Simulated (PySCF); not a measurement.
## Constants of CCl⁻, step by step

State: ³Σ⁻, triplet, unpaired electrons π ↑↑. De refers to C + Cl⁻. ROHF-based CCSD(T) in PySCF 2.14 with C aug-cc-pVDZ, Cl aug-cc-pV(D+d)Z and C aug-cc-pVTZ, Cl aug-cc-pV(T+d)Z (frozen core orbitals: 6; no relativity). Correlation energies are extrapolated as n⁻³ (n = 2, 3), Hartree–Fock as (n+1)·exp(−9√n). CV is the change on freezing 1 orbitals instead, in C cc-pwCVTZ, Cl cc-pwCVTZ. SR is the spin-free X2C energy in C cc-pVTZ-DK, Cl cc-pVTZ-DK less the non-relativistic one in C cc-pVTZ, Cl cc-pVTZ.

| Level | Re (Å) | ωe (cm⁻¹) | ωexe (cm⁻¹) | αe (cm⁻¹) | De (eV) |
| --- | --- | --- | --- | --- | --- |
| CCSD(T)/DZ | 1.9301 | 438.1 | 4.23 | 0.00836 | 1.446 |
| CCSD(T)/TZ | 1.8808 | 481.1 | 4.11 | 0.00787 | 1.672 |
| HF/CBS | 2.0103 | 329.4 | n/a | 0.0113 | 0.756 |
| MP2/CBS | 1.8341 | 535.9 | n/a | 0.00741 | 1.817 |
| CCSD/CBS | 1.8682 | 489.1 | 4.67 | 0.00828 | 1.590 |
| CCSD(T)/CBS | 1.8679 | 492.1 | 4.04 | 0.00781 | 1.742 |
| CCSD(T)/CBS+CV | 1.8612 | 495.8 | 4.11 | 0.00792 | 1.758 |
| CCSD(T)/CBS+CV+SR | 1.8619 | 495.4 | 4.07 | 0.00787 | 1.759 |

Q: How much is left between CCSD(T)/TZ and the basis-set limit, and how much do the triples give at the limit?

A: CCSD(T)/CBS less CCSD(T)/TZ: -12.9 mÅ in Re, +11.0 cm⁻¹ in ωe and +0.070 eV in De. CCSD(T)/CBS less CCSD/CBS: -0.3 mÅ in Re, +3.0 cm⁻¹ in ωe and +0.152 eV in De.

Q: What do the later terms add?

A: CV: -6.7 mÅ in Re, +3.7 cm⁻¹ in ωe and +0.016 eV in De; SR: +0.7 mÅ in Re, -0.4 cm⁻¹ in ωe and +0.001 eV in De, each against the row above.

The T1 diagnostic is 0.027. The state was picked by a PBE0 search and need not be the measured ground state. Spin–orbit coupling, excitations beyond (T) and corrections to the Born–Oppenheimer picture are left out.

The whole job (state search and all basis sets along the bond) took about 9.6 min on 4 threads of AMD EPYC 9R45 96-Core (shared host), peak memory 6.2 GiB.
